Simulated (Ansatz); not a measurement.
Two structures of CH$_{5}$BO, closed shell, reached by relaxing down either side of one saddle point (PBE0-D4/def2-TZVP). Energies are electronic, without zero-point energy. Ansatz 0.2.0; basis: def2-TZVPP and def2-QZVPP; cores frozen in the correlated methods. Extrapolation: Hartree–Fock as exp(−7.88 √X), correlation as X^−2.97. First:

```
atom    x (Å)    y (Å)    z (Å)
  B1   0.0714   0.0199  -0.5754
  H2  -0.0751   0.8482  -1.4408
  O3   0.5091  -1.2162  -0.9228
  H4   0.6648  -1.3093  -1.8653
  C5  -0.2290   0.3333   0.9214
  H6  -0.0479  -0.5134   1.5861
  H7   0.3767   1.1818   1.2588
  H8  -1.2698   0.6557   1.0379
```

Second:

```
8
angstrom
B 0.2927 -0.9855 0.1923
H -0.0358 1.1167 -2.4506
O 0.6717 -1.8552 -0.5492
H 0.1882 0.4051 -2.4068
C -0.1889 0.1216 1.1291
H -0.2127 -0.2312 2.1619
H 0.4785 0.9838 1.0729
H -1.1936 0.4450 0.8502
```

(1) Which bonds change from the first to the second?

(2) Give the saddle point's structure and its height above each. (An estimate is asked for; the value comes from the calculation.)

No T1 diagnostic of these runs exceeds 0.017.

Results:

(1) CH₅BO ([CH3][BH][OH]) → CH₃BO ([CH3][B][O]) + H₂; bonds formed: H2–H4; bonds broken: B1–H2, O3–H4.

(2) Computed: 59.24 kcal/mol above the first and 46.76 kcal/mol above the second (CCSD(T) at an estimated basis limit (MP2 extrapolated from triple and quadruple zeta, plus CCSD(T) − MP2 in triple zeta)).
```
8
angstrom
B 0.1788 -0.3849 -0.4114
H 0.0349 0.5187 -1.5518
O 0.6042 -1.4757 -0.9448
H 0.3622 -0.4119 -1.7345
C -0.2202 0.3071 0.9141
H -0.1105 -0.3895 1.7487
H 0.4076 1.1827 1.1015
H -1.2569 0.6535 0.8781
```

Labels in which every atom is bracketed show which atoms are joined, not bond orders.

For scale, one of the runs: CCSD(T)/def2-TZVPP, 163 basis functions, launched by `ansatz run in.yaml --threads 2 --pin off --events-out ev --progress --plain --max-ram 4352MiB`. Time: 20 s of wall clock on 2 CPU threads of an Arm Neoverse V2; the host was shared. Peak host memory: 1.3 GiB.
